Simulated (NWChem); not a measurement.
**Correlation energy of S**

SMILES: [S]
```xyz
1

S      0.0000     0.0000     0.0000
```
Charge 0, spin multiplicity 3.

All runs are NWChem calculations.

Basis set: cc-pVDZ. Each correlation energy counts from its own Hartree-Fock reference.

The correlated methods keep 5 core orbitals frozen. The stability of the SCF solutions was not checked. Open-shell Hartree-Fock references start from PBE0 orbitals. Coupled-cluster values serve here as a point of comparison, not as the truth.

### Question
For the correlation energy, CCSD[T] on ROHF gives -107.7 mHa and CCSD on UHF gives -102.6 mHa. What do UMP2, CCSD on ROHF, CCSD(T) on UHF give?

### Answer
UMP2: -83.8 mHa; CCSD on ROHF: -106.5 mHa; CCSD(T) on UHF: -103.8 mHa.
